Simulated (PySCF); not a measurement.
Constitutional and geometric isomers with formula C3H3N. All species are isolated molecules in the gas phase. Strings in code marks are SMILES.

Calculation: TPSSh-D3(BJ)/def2-TZVP // PBE0-D3(BJ)/def2-TZVP run with PySCF 2.14.0. All candidates: neutral, multiplicity 1. Delta-SCF ions had no search for a lower state. Excitations are Tamm–Dancoff values on a coarser integration grid. The basis has no diffuse functions, so Rydberg states are missing or too high.

| Item | Value |
|---|---|
| HOMO | -7.35 eV |
| S1 excitation (TDA) | 4.74 eV |
| vertical ionisation energy (Delta-SCF) | 10.26 eV |

### Question
Say which member has these values.
A. `C=CC#N`
B. `C=C=C=N`
C. `[H]/N=C\C#C`
D. `N=c1cc1`

### Answer
C, `[H]/N=C\C#C`. The others give `C=CC#N`: -7.78 eV, 6.12 eV, 10.63 eV; `N=c1cc1`: -6.25 eV, 4.36 eV, 9.26 eV; `C=C=C=N`: -6.05 eV, 2.84 eV, 8.85 eV
